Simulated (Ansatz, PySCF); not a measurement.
Breaking a bond: NaCl, singlet.

Computed with: UHF/aug-cc-pVDZ (PySCF); RHF/aug-cc-pVDZ (PySCF); UKS-TPSSh = unrestricted TPSSh/aug-cc-pVDZ (PySCF); RKS-TPSSh = restricted TPSSh/aug-cc-pVDZ (PySCF); UKS-r2SCAN = unrestricted r2SCAN/aug-cc-pVDZ (PySCF); RKS-r2SCAN = restricted r2SCAN/aug-cc-pVDZ (PySCF); UKS-CAM-B3LYP = unrestricted CAM-B3LYP/aug-cc-pVDZ (PySCF); RKS-CAM-B3LYP = PySCF with restricted CAM-B3LYP/aug-cc-pVDZ; UKS-PBE = unrestricted PBE/aug-cc-pVDZ (Ansatz, a program for electronic structure); RKS-PBE = restricted PBE/aug-cc-pVDZ (Ansatz); UKS-B3LYP/6-31G* = unrestricted B3LYP/6-31G*, spherical d (PySCF); RKS-B3LYP/6-31G* = restricted B3LYP/6-31G*, spherical d (PySCF 2.14.0); UKS-B3LYP/6-311+G** = unrestricted B3LYP/6-311+G**, spherical d in PySCF; RKS-B3LYP/6-311+G** = restricted B3LYP/6-311+G**, spherical d in PySCF; UKS-LDA (SVWN5)/6-31G* = unrestricted LDA (SVWN5)/6-31G*, spherical d in PySCF; RKS-LDA (SVWN5)/6-31G* = restricted LDA (SVWN5)/6-31G*, spherical d run with PySCF.

Scanned distances (Å): 1.88, 2.02, 2.14, 2.22, 2.30, 2.36, 2.45, 2.50, 2.61, 2.73, 2.93, 3.16, 3.51, 3.89, 4.22, 4.71, 5.16, 5.77, 6.39, 7.10, 8.26, 9.37.

Where does the unrestricted solution first break spin symmetry (<S²> of 0.01 or more)?

UHF: between 5.77 and 6.39 Å; UKS-TPSSh: between 4.22 and 4.71 Å; UKS-r2SCAN: between 4.22 and 4.71 Å; UKS-CAM-B3LYP: between 5.16 and 5.77 Å; UKS-PBE: between 4.22 and 4.71 Å; UKS-B3LYP/6-31G*: between 3.89 and 4.22 Å; UKS-B3LYP/6-311+G**: between 4.22 and 4.71 Å; UKS-LDA (SVWN5)/6-31G*: between 4.22 and 4.71 Å.

```json
[
 {"R / Å": "1.88", "<S²> UHF": "0.00", "E(RHF) − E(UHF) / kJ/mol": "0.0", "<S²> UKS-TPSSh": "0.00", "E(RKS-TPSSh) − E(UKS-TPSSh) / kJ/mol": "0.0", "<S²> UKS-r2SCAN": "0.00", "E(RKS-r2SCAN) − E(UKS-r2SCAN) / kJ/mol": "0.0", "<S²> UKS-CAM-B3LYP": "0.00", "E(RKS-CAM-B3LYP) − E(UKS-CAM-B3LYP) / kJ/mol": "0.0", "<S²> UKS-PBE": "0.00", "E(RKS-PBE) − E(UKS-PBE) / kJ/mol": "0.0", "<S²> UKS-B3LYP/6-31G*": "0.00", "E(RKS-B3LYP/6-31G*) − E(UKS-B3LYP/6-31G*) / kJ/mol": "0.0", "<S²> UKS-B3LYP/6-311+G**": "0.00", "E(RKS-B3LYP/6-311+G**) − E(UKS-B3LYP/6-311+G**) / kJ/mol": "0.0", "<S²> UKS-LDA (SVWN5)/6-31G*": "0.00", "E(RKS-LDA (SVWN5)/6-31G*) − E(UKS-LDA (SVWN5)/6-31G*) / kJ/mol": "0.0"},
 {"R / Å": "2.02", "<S²> UHF": "0.00", "E(RHF) − E(UHF) / kJ/mol": "0.0", "<S²> UKS-TPSSh": "0.00", "E(RKS-TPSSh) − E(UKS-TPSSh) / kJ/mol": "0.0", "<S²> UKS-r2SCAN": "0.00", "E(RKS-r2SCAN) − E(UKS-r2SCAN) / kJ/mol": "0.0", "<S²> UKS-CAM-B3LYP": "0.00", "E(RKS-CAM-B3LYP) − E(UKS-CAM-B3LYP) / kJ/mol": "0.0", "<S²> UKS-PBE": "0.00", "E(RKS-PBE) − E(UKS-PBE) / kJ/mol": "0.0", "<S²> UKS-B3LYP/6-31G*": "0.00", "E(RKS-B3LYP/6-31G*) − E(UKS-B3LYP/6-31G*) / kJ/mol": "0.0", "<S²> UKS-B3LYP/6-311+G**": "0.00", "E(RKS-B3LYP/6-311+G**) − E(UKS-B3LYP/6-311+G**) / kJ/mol": "0.0", "<S²> UKS-LDA (SVWN5)/6-31G*": "0.00", "E(RKS-LDA (SVWN5)/6-31G*) − E(UKS-LDA (SVWN5)/6-31G*) / kJ/mol": "0.0"},
 {"R / Å": "2.14", "<S²> UHF": "0.00", "E(RHF) − E(UHF) / kJ/mol": "0.0", "<S²> UKS-TPSSh": "0.00", "E(RKS-TPSSh) − E(UKS-TPSSh) / kJ/mol": "0.0", "<S²> UKS-r2SCAN": "0.00", "E(RKS-r2SCAN) − E(UKS-r2SCAN) / kJ/mol": "0.0", "<S²> UKS-CAM-B3LYP": "0.00", "E(RKS-CAM-B3LYP) − E(UKS-CAM-B3LYP) / kJ/mol": "0.0", "<S²> UKS-PBE": "0.00", "E(RKS-PBE) − E(UKS-PBE) / kJ/mol": "0.0", "<S²> UKS-B3LYP/6-31G*": "0.00", "E(RKS-B3LYP/6-31G*) − E(UKS-B3LYP/6-31G*) / kJ/mol": "0.0", "<S²> UKS-B3LYP/6-311+G**": "0.00", "E(RKS-B3LYP/6-311+G**) − E(UKS-B3LYP/6-311+G**) / kJ/mol": "0.0", "<S²> UKS-LDA (SVWN5)/6-31G*": "0.00", "E(RKS-LDA (SVWN5)/6-31G*) − E(UKS-LDA (SVWN5)/6-31G*) / kJ/mol": "0.0"},
 {"R / Å": "2.22", "<S²> UHF": "0.00", "E(RHF) − E(UHF) / kJ/mol": "0.0", "<S²> UKS-TPSSh": "0.00", "E(RKS-TPSSh) − E(UKS-TPSSh) / kJ/mol": "0.0", "<S²> UKS-r2SCAN": "0.00", "E(RKS-r2SCAN) − E(UKS-r2SCAN) / kJ/mol": "0.0", "<S²> UKS-CAM-B3LYP": "0.00", "E(RKS-CAM-B3LYP) − E(UKS-CAM-B3LYP) / kJ/mol": "0.0", "<S²> UKS-PBE": "0.00", "E(RKS-PBE) − E(UKS-PBE) / kJ/mol": "0.0", "<S²> UKS-B3LYP/6-31G*": "0.00", "E(RKS-B3LYP/6-31G*) − E(UKS-B3LYP/6-31G*) / kJ/mol": "0.0", "<S²> UKS-B3LYP/6-311+G**": "0.00", "E(RKS-B3LYP/6-311+G**) − E(UKS-B3LYP/6-311+G**) / kJ/mol": "0.0", "<S²> UKS-LDA (SVWN5)/6-31G*": "0.00", "E(RKS-LDA (SVWN5)/6-31G*) − E(UKS-LDA (SVWN5)/6-31G*) / kJ/mol": "0.0"},
 {"R / Å": "2.30", "<S²> UHF": "0.00", "E(RHF) − E(UHF) / kJ/mol": "0.0", "<S²> UKS-TPSSh": "0.00", "E(RKS-TPSSh) − E(UKS-TPSSh) / kJ/mol": "0.0", "<S²> UKS-r2SCAN": "0.00", "E(RKS-r2SCAN) − E(UKS-r2SCAN) / kJ/mol": "0.0", "<S²> UKS-CAM-B3LYP": "0.00", "E(RKS-CAM-B3LYP) − E(UKS-CAM-B3LYP) / kJ/mol": "0.0", "<S²> UKS-PBE": "0.00", "E(RKS-PBE) − E(UKS-PBE) / kJ/mol": "0.0", "<S²> UKS-B3LYP/6-31G*": "0.00", "E(RKS-B3LYP/6-31G*) − E(UKS-B3LYP/6-31G*) / kJ/mol": "0.0", "<S²> UKS-B3LYP/6-311+G**": "0.00", "E(RKS-B3LYP/6-311+G**) − E(UKS-B3LYP/6-311+G**) / kJ/mol": "0.0", "<S²> UKS-LDA (SVWN5)/6-31G*": "0.00", "E(RKS-LDA (SVWN5)/6-31G*) − E(UKS-LDA (SVWN5)/6-31G*) / kJ/mol": "0.0"},
 {"R / Å": "2.36", "<S²> UHF": "0.00", "E(RHF) − E(UHF) / kJ/mol": "0.0", "<S²> UKS-TPSSh": "0.00", "E(RKS-TPSSh) − E(UKS-TPSSh) / kJ/mol": "0.0", "<S²> UKS-r2SCAN": "0.00", "E(RKS-r2SCAN) − E(UKS-r2SCAN) / kJ/mol": "0.0", "<S²> UKS-CAM-B3LYP": "0.00", "E(RKS-CAM-B3LYP) − E(UKS-CAM-B3LYP) / kJ/mol": "0.0", "<S²> UKS-PBE": "0.00", "E(RKS-PBE) − E(UKS-PBE) / kJ/mol": "0.0", "<S²> UKS-B3LYP/6-31G*": "0.00", "E(RKS-B3LYP/6-31G*) − E(UKS-B3LYP/6-31G*) / kJ/mol": "0.0", "<S²> UKS-B3LYP/6-311+G**": "0.00", "E(RKS-B3LYP/6-311+G**) − E(UKS-B3LYP/6-311+G**) / kJ/mol": "0.0", "<S²> UKS-LDA (SVWN5)/6-31G*": "0.00", "E(RKS-LDA (SVWN5)/6-31G*) − E(UKS-LDA (SVWN5)/6-31G*) / kJ/mol": "0.0"},
 {"R / Å": "2.45", "<S²> UHF": "0.00", "E(RHF) − E(UHF) / kJ/mol": "0.0", "<S²> UKS-TPSSh": "0.00", "E(RKS-TPSSh) − E(UKS-TPSSh) / kJ/mol": "0.0", "<S²> UKS-r2SCAN": "0.00", "E(RKS-r2SCAN) − E(UKS-r2SCAN) / kJ/mol": "0.0", "<S²> UKS-CAM-B3LYP": "0.00", "E(RKS-CAM-B3LYP) − E(UKS-CAM-B3LYP) / kJ/mol": "0.0", "<S²> UKS-PBE": "0.00", "E(RKS-PBE) − E(UKS-PBE) / kJ/mol": "0.0", "<S²> UKS-B3LYP/6-31G*": "0.00", "E(RKS-B3LYP/6-31G*) − E(UKS-B3LYP/6-31G*) / kJ/mol": "0.0", "<S²> UKS-B3LYP/6-311+G**": "0.00", "E(RKS-B3LYP/6-311+G**) − E(UKS-B3LYP/6-311+G**) / kJ/mol": "0.0", "<S²> UKS-LDA (SVWN5)/6-31G*": "0.00", "E(RKS-LDA (SVWN5)/6-31G*) − E(UKS-LDA (SVWN5)/6-31G*) / kJ/mol": "0.0"},
 {"R / Å": "2.50", "<S²> UHF": "0.00", "E(RHF) − E(UHF) / kJ/mol": "0.0", "<S²> UKS-TPSSh": "0.00", "E(RKS-TPSSh) − E(UKS-TPSSh) / kJ/mol": "0.0", "<S²> UKS-r2SCAN": "0.00", "E(RKS-r2SCAN) − E(UKS-r2SCAN) / kJ/mol": "0.0", "<S²> UKS-CAM-B3LYP": "0.00", "E(RKS-CAM-B3LYP) − E(UKS-CAM-B3LYP) / kJ/mol": "0.0", "<S²> UKS-PBE": "0.00", "E(RKS-PBE) − E(UKS-PBE) / kJ/mol": "0.0", "<S²> UKS-B3LYP/6-31G*": "0.00", "E(RKS-B3LYP/6-31G*) − E(UKS-B3LYP/6-31G*) / kJ/mol": "0.0", "<S²> UKS-B3LYP/6-311+G**": "0.00", "E(RKS-B3LYP/6-311+G**) − E(UKS-B3LYP/6-311+G**) / kJ/mol": "0.0", "<S²> UKS-LDA (SVWN5)/6-31G*": "0.00", "E(RKS-LDA (SVWN5)/6-31G*) − E(UKS-LDA (SVWN5)/6-31G*) / kJ/mol": "0.0"},
 {"R / Å": "2.61", "<S²> UHF": "0.00", "E(RHF) − E(UHF) / kJ/mol": "0.0", "<S²> UKS-TPSSh": "0.00", "E(RKS-TPSSh) − E(UKS-TPSSh) / kJ/mol": "0.0", "<S²> UKS-r2SCAN": "0.00", "E(RKS-r2SCAN) − E(UKS-r2SCAN) / kJ/mol": "0.0", "<S²> UKS-CAM-B3LYP": "0.00", "E(RKS-CAM-B3LYP) − E(UKS-CAM-B3LYP) / kJ/mol": "0.0", "<S²> UKS-PBE": "0.00", "E(RKS-PBE) − E(UKS-PBE) / kJ/mol": "0.0", "<S²> UKS-B3LYP/6-31G*": "0.00", "E(RKS-B3LYP/6-31G*) − E(UKS-B3LYP/6-31G*) / kJ/mol": "0.0", "<S²> UKS-B3LYP/6-311+G**": "0.00", "E(RKS-B3LYP/6-311+G**) − E(UKS-B3LYP/6-311+G**) / kJ/mol": "0.0", "<S²> UKS-LDA (SVWN5)/6-31G*": "0.00", "E(RKS-LDA (SVWN5)/6-31G*) − E(UKS-LDA (SVWN5)/6-31G*) / kJ/mol": "0.0"},
 {"R / Å": "2.73", "<S²> UHF": "0.00", "E(RHF) − E(UHF) / kJ/mol": "0.0", "<S²> UKS-TPSSh": "0.00", "E(RKS-TPSSh) − E(UKS-TPSSh) / kJ/mol": "0.0", "<S²> UKS-r2SCAN": "0.00", "E(RKS-r2SCAN) − E(UKS-r2SCAN) / kJ/mol": "0.0", "<S²> UKS-CAM-B3LYP": "0.00", "E(RKS-CAM-B3LYP) − E(UKS-CAM-B3LYP) / kJ/mol": "0.0", "<S²> UKS-PBE": "0.00", "E(RKS-PBE) − E(UKS-PBE) / kJ/mol": "0.0", "<S²> UKS-B3LYP/6-31G*": "0.00", "E(RKS-B3LYP/6-31G*) − E(UKS-B3LYP/6-31G*) / kJ/mol": "0.0", "<S²> UKS-B3LYP/6-311+G**": "0.00", "E(RKS-B3LYP/6-311+G**) − E(UKS-B3LYP/6-311+G**) / kJ/mol": "0.0", "<S²> UKS-LDA (SVWN5)/6-31G*": "0.00", "E(RKS-LDA (SVWN5)/6-31G*) − E(UKS-LDA (SVWN5)/6-31G*) / kJ/mol": "0.0"},
 {"R / Å": "2.93", "<S²> UHF": "0.00", "E(RHF) − E(UHF) / kJ/mol": "0.0", "<S²> UKS-TPSSh": "0.00", "E(RKS-TPSSh) − E(UKS-TPSSh) / kJ/mol": "0.0", "<S²> UKS-r2SCAN": "0.00", "E(RKS-r2SCAN) − E(UKS-r2SCAN) / kJ/mol": "0.0", "<S²> UKS-CAM-B3LYP": "0.00", "E(RKS-CAM-B3LYP) − E(UKS-CAM-B3LYP) / kJ/mol": "0.0", "<S²> UKS-PBE": "0.00", "E(RKS-PBE) − E(UKS-PBE) / kJ/mol": "0.0", "<S²> UKS-B3LYP/6-31G*": "0.00", "E(RKS-B3LYP/6-31G*) − E(UKS-B3LYP/6-31G*) / kJ/mol": "0.0", "<S²> UKS-B3LYP/6-311+G**": "0.00", "E(RKS-B3LYP/6-311+G**) − E(UKS-B3LYP/6-311+G**) / kJ/mol": "0.0", "<S²> UKS-LDA (SVWN5)/6-31G*": "0.00", "E(RKS-LDA (SVWN5)/6-31G*) − E(UKS-LDA (SVWN5)/6-31G*) / kJ/mol": "0.0"},
 {"R / Å": "3.16", "<S²> UHF": "0.00", "E(RHF) − E(UHF) / kJ/mol": "0.0", "<S²> UKS-TPSSh": "0.00", "E(RKS-TPSSh) − E(UKS-TPSSh) / kJ/mol": "0.0", "<S²> UKS-r2SCAN": "0.00", "E(RKS-r2SCAN) − E(UKS-r2SCAN) / kJ/mol": "0.0", "<S²> UKS-CAM-B3LYP": "0.00", "E(RKS-CAM-B3LYP) − E(UKS-CAM-B3LYP) / kJ/mol": "0.0", "<S²> UKS-PBE": "0.00", "E(RKS-PBE) − E(UKS-PBE) / kJ/mol": "0.0", "<S²> UKS-B3LYP/6-31G*": "0.00", "E(RKS-B3LYP/6-31G*) − E(UKS-B3LYP/6-31G*) / kJ/mol": "0.0", "<S²> UKS-B3LYP/6-311+G**": "0.00", "E(RKS-B3LYP/6-311+G**) − E(UKS-B3LYP/6-311+G**) / kJ/mol": "0.0", "<S²> UKS-LDA (SVWN5)/6-31G*": "0.00", "E(RKS-LDA (SVWN5)/6-31G*) − E(UKS-LDA (SVWN5)/6-31G*) / kJ/mol": "0.0"},
 {"R / Å": "3.51", "<S²> UHF": "0.00", "E(RHF) − E(UHF) / kJ/mol": "0.0", "<S²> UKS-TPSSh": "0.00", "E(RKS-TPSSh) − E(UKS-TPSSh) / kJ/mol": "0.0", "<S²> UKS-r2SCAN": "0.00", "E(RKS-r2SCAN) − E(UKS-r2SCAN) / kJ/mol": "0.0", "<S²> UKS-CAM-B3LYP": "0.00", "E(RKS-CAM-B3LYP) − E(UKS-CAM-B3LYP) / kJ/mol": "0.0", "<S²> UKS-PBE": "0.00", "E(RKS-PBE) − E(UKS-PBE) / kJ/mol": "0.0", "<S²> UKS-B3LYP/6-31G*": "0.00", "E(RKS-B3LYP/6-31G*) − E(UKS-B3LYP/6-31G*) / kJ/mol": "0.0", "<S²> UKS-B3LYP/6-311+G**": "0.00", "E(RKS-B3LYP/6-311+G**) − E(UKS-B3LYP/6-311+G**) / kJ/mol": "0.0", "<S²> UKS-LDA (SVWN5)/6-31G*": "0.00", "E(RKS-LDA (SVWN5)/6-31G*) − E(UKS-LDA (SVWN5)/6-31G*) / kJ/mol": "0.0"},
 {"R / Å": "3.89", "<S²> UHF": "0.00", "E(RHF) − E(UHF) / kJ/mol": "0.0", "<S²> UKS-TPSSh": "0.00", "E(RKS-TPSSh) − E(UKS-TPSSh) / kJ/mol": "0.0", "<S²> UKS-r2SCAN": "0.00", "E(RKS-r2SCAN) − E(UKS-r2SCAN) / kJ/mol": "0.0", "<S²> UKS-CAM-B3LYP": "0.00", "E(RKS-CAM-B3LYP) − E(UKS-CAM-B3LYP) / kJ/mol": "0.0", "<S²> UKS-PBE": "0.00", "E(RKS-PBE) − E(UKS-PBE) / kJ/mol": "0.0", "<S²> UKS-B3LYP/6-31G*": "0.00", "E(RKS-B3LYP/6-31G*) − E(UKS-B3LYP/6-31G*) / kJ/mol": "0.0", "<S²> UKS-B3LYP/6-311+G**": "0.00", "E(RKS-B3LYP/6-311+G**) − E(UKS-B3LYP/6-311+G**) / kJ/mol": "0.0", "<S²> UKS-LDA (SVWN5)/6-31G*": "0.00", "E(RKS-LDA (SVWN5)/6-31G*) − E(UKS-LDA (SVWN5)/6-31G*) / kJ/mol": "0.0"},
 {"R / Å": "4.22", "<S²> UHF": "0.00", "E(RHF) − E(UHF) / kJ/mol": "0.0", "<S²> UKS-TPSSh": "0.00", "E(RKS-TPSSh) − E(UKS-TPSSh) / kJ/mol": "0.0", "<S²> UKS-r2SCAN": "0.00", "E(RKS-r2SCAN) − E(UKS-r2SCAN) / kJ/mol": "0.0", "<S²> UKS-CAM-B3LYP": "0.00", "E(RKS-CAM-B3LYP) − E(UKS-CAM-B3LYP) / kJ/mol": "0.0", "<S²> UKS-PBE": "0.00", "E(RKS-PBE) − E(UKS-PBE) / kJ/mol": "0.0", "<S²> UKS-B3LYP/6-31G*": "0.01", "E(RKS-B3LYP/6-31G*) − E(UKS-B3LYP/6-31G*) / kJ/mol": "0.0", "<S²> UKS-B3LYP/6-311+G**": "0.00", "E(RKS-B3LYP/6-311+G**) − E(UKS-B3LYP/6-311+G**) / kJ/mol": "0.0", "<S²> UKS-LDA (SVWN5)/6-31G*": "0.00", "E(RKS-LDA (SVWN5)/6-31G*) − E(UKS-LDA (SVWN5)/6-31G*) / kJ/mol": "0.0"},
 {"R / Å": "4.71", "<S²> UHF": "0.00", "E(RHF) − E(UHF) / kJ/mol": "0.0", "<S²> UKS-TPSSh": "0.10", "E(RKS-TPSSh) − E(UKS-TPSSh) / kJ/mol": "0.5", "<S²> UKS-r2SCAN": "0.14", "E(RKS-r2SCAN) − E(UKS-r2SCAN) / kJ/mol": "1.8", "<S²> UKS-CAM-B3LYP": "0.00", "E(RKS-CAM-B3LYP) − E(UKS-CAM-B3LYP) / kJ/mol": "0.0", "<S²> UKS-PBE": "0.18", "E(RKS-PBE) − E(UKS-PBE) / kJ/mol": "1.7", "<S²> UKS-B3LYP/6-31G*": "0.24", "E(RKS-B3LYP/6-31G*) − E(UKS-B3LYP/6-31G*) / kJ/mol": "3.3", "<S²> UKS-B3LYP/6-311+G**": "0.14", "E(RKS-B3LYP/6-311+G**) − E(UKS-B3LYP/6-311+G**) / kJ/mol": "1.0", "<S²> UKS-LDA (SVWN5)/6-31G*": "0.19", "E(RKS-LDA (SVWN5)/6-31G*) − E(UKS-LDA (SVWN5)/6-31G*) / kJ/mol": "1.7"},
 {"R / Å": "5.16", "<S²> UHF": "0.00", "E(RHF) − E(UHF) / kJ/mol": "0.0", "<S²> UKS-TPSSh": "0.23", "E(RKS-TPSSh) − E(UKS-TPSSh) / kJ/mol": "3.0", "<S²> UKS-r2SCAN": "0.24", "E(RKS-r2SCAN) − E(UKS-r2SCAN) / kJ/mol": "5.4", "<S²> UKS-CAM-B3LYP": "0.00", "E(RKS-CAM-B3LYP) − E(UKS-CAM-B3LYP) / kJ/mol": "0.0", "<S²> UKS-PBE": "0.28", "E(RKS-PBE) − E(UKS-PBE) / kJ/mol": "4.4", "<S²> UKS-B3LYP/6-31G*": "0.35", "E(RKS-B3LYP/6-31G*) − E(UKS-B3LYP/6-31G*) / kJ/mol": "8.1", "<S²> UKS-B3LYP/6-311+G**": "0.26", "E(RKS-B3LYP/6-311+G**) − E(UKS-B3LYP/6-311+G**) / kJ/mol": "4.3", "<S²> UKS-LDA (SVWN5)/6-31G*": "0.30", "E(RKS-LDA (SVWN5)/6-31G*) − E(UKS-LDA (SVWN5)/6-31G*) / kJ/mol": "4.6"},
 {"R / Å": "5.77", "<S²> UHF": "0.00", "E(RHF) − E(UHF) / kJ/mol": "0.0", "<S²> UKS-TPSSh": "0.32", "E(RKS-TPSSh) − E(UKS-TPSSh) / kJ/mol": "7.2", "<S²> UKS-r2SCAN": "0.33", "E(RKS-r2SCAN) − E(UKS-r2SCAN) / kJ/mol": "—", "<S²> UKS-CAM-B3LYP": "0.20", "E(RKS-CAM-B3LYP) − E(UKS-CAM-B3LYP) / kJ/mol": "2.2", "<S²> UKS-PBE": "0.37", "E(RKS-PBE) − E(UKS-PBE) / kJ/mol": "8.1", "<S²> UKS-B3LYP/6-31G*": "0.43", "E(RKS-B3LYP/6-31G*) − E(UKS-B3LYP/6-31G*) / kJ/mol": "14.3", "<S²> UKS-B3LYP/6-311+G**": "0.35", "E(RKS-B3LYP/6-311+G**) − E(UKS-B3LYP/6-311+G**) / kJ/mol": "9.2", "<S²> UKS-LDA (SVWN5)/6-31G*": "0.40", "E(RKS-LDA (SVWN5)/6-31G*) − E(UKS-LDA (SVWN5)/6-31G*) / kJ/mol": "8.4"},
 {"R / Å": "6.39", "<S²> UHF": "1.00", "E(RHF) − E(UHF) / kJ/mol": "20.3", "<S²> UKS-TPSSh": "0.39", "E(RKS-TPSSh) − E(UKS-TPSSh) / kJ/mol": "11.0", "<S²> UKS-r2SCAN": "0.39", "E(RKS-r2SCAN) − E(UKS-r2SCAN) / kJ/mol": "—", "<S²> UKS-CAM-B3LYP": "0.32", "E(RKS-CAM-B3LYP) − E(UKS-CAM-B3LYP) / kJ/mol": "6.7", "<S²> UKS-PBE": "0.42", "E(RKS-PBE) − E(UKS-PBE) / kJ/mol": "11.1", "<S²> UKS-B3LYP/6-31G*": "0.49", "E(RKS-B3LYP/6-31G*) − E(UKS-B3LYP/6-31G*) / kJ/mol": "19.4", "<S²> UKS-B3LYP/6-311+G**": "0.41", "E(RKS-B3LYP/6-311+G**) − E(UKS-B3LYP/6-311+G**) / kJ/mol": "13.5", "<S²> UKS-LDA (SVWN5)/6-31G*": "0.46", "E(RKS-LDA (SVWN5)/6-31G*) − E(UKS-LDA (SVWN5)/6-31G*) / kJ/mol": "11.5"},
 {"R / Å": "7.10", "<S²> UHF": "1.01", "E(RHF) − E(UHF) / kJ/mol": "42.6", "<S²> UKS-TPSSh": "0.43", "E(RKS-TPSSh) − E(UKS-TPSSh) / kJ/mol": "14.4", "<S²> UKS-r2SCAN": "0.43", "E(RKS-r2SCAN) − E(UKS-r2SCAN) / kJ/mol": "—", "<S²> UKS-CAM-B3LYP": "0.40", "E(RKS-CAM-B3LYP) − E(UKS-CAM-B3LYP) / kJ/mol": "12.4", "<S²> UKS-PBE": "0.46", "E(RKS-PBE) − E(UKS-PBE) / kJ/mol": "13.5", "<S²> UKS-B3LYP/6-31G*": "0.53", "E(RKS-B3LYP/6-31G*) − E(UKS-B3LYP/6-31G*) / kJ/mol": "23.9", "<S²> UKS-B3LYP/6-311+G**": "0.46", "E(RKS-B3LYP/6-311+G**) − E(UKS-B3LYP/6-311+G**) / kJ/mol": "17.4", "<S²> UKS-LDA (SVWN5)/6-31G*": "0.50", "E(RKS-LDA (SVWN5)/6-31G*) − E(UKS-LDA (SVWN5)/6-31G*) / kJ/mol": "13.9"},
 {"R / Å": "8.26", "<S²> UHF": "1.01", "E(RHF) − E(UHF) / kJ/mol": "70.5", "<S²> UKS-TPSSh": "0.48", "E(RKS-TPSSh) − E(UKS-TPSSh) / kJ/mol": "18.6", "<S²> UKS-r2SCAN": "0.48", "E(RKS-r2SCAN) − E(UKS-r2SCAN) / kJ/mol": "—", "<S²> UKS-CAM-B3LYP": "0.50", "E(RKS-CAM-B3LYP) − E(UKS-CAM-B3LYP) / kJ/mol": "20.9", "<S²> UKS-PBE": "0.49", "E(RKS-PBE) − E(UKS-PBE) / kJ/mol": "16.0", "<S²> UKS-B3LYP/6-31G*": "0.56", "E(RKS-B3LYP/6-31G*) − E(UKS-B3LYP/6-31G*) / kJ/mol": "29.1", "<S²> UKS-B3LYP/6-311+G**": "0.50", "E(RKS-B3LYP/6-311+G**) − E(UKS-B3LYP/6-311+G**) / kJ/mol": "22.3", "<S²> UKS-LDA (SVWN5)/6-31G*": "0.53", "E(RKS-LDA (SVWN5)/6-31G*) − E(UKS-LDA (SVWN5)/6-31G*) / kJ/mol": "16.2"},
 {"R / Å": "9.37", "<S²> UHF": "1.01", "E(RHF) − E(UHF) / kJ/mol": "90.7", "<S²> UKS-TPSSh": "0.51", "E(RKS-TPSSh) − E(UKS-TPSSh) / kJ/mol": "21.3", "<S²> UKS-r2SCAN": "0.50", "E(RKS-r2SCAN) − E(UKS-r2SCAN) / kJ/mol": "—", "<S²> UKS-CAM-B3LYP": "0.56", "E(RKS-CAM-B3LYP) − E(UKS-CAM-B3LYP) / kJ/mol": "27.7", "<S²> UKS-PBE": "0.52", "E(RKS-PBE) − E(UKS-PBE) / kJ/mol": "17.4", "<S²> UKS-B3LYP/6-31G*": "0.59", "E(RKS-B3LYP/6-31G*) − E(UKS-B3LYP/6-31G*) / kJ/mol": "32.4", "<S²> UKS-B3LYP/6-311+G**": "0.53", "E(RKS-B3LYP/6-311+G**) − E(UKS-B3LYP/6-311+G**) / kJ/mol": "25.6", "<S²> UKS-LDA (SVWN5)/6-31G*": "0.55", "E(RKS-LDA (SVWN5)/6-31G*) − E(UKS-LDA (SVWN5)/6-31G*) / kJ/mol": "17.4"}
]
```

A dash means that the run gave no value there, or that the column was ended at a point which the program doubted or which failed a test of continuity chosen for this set; such a test can also cut sound points.
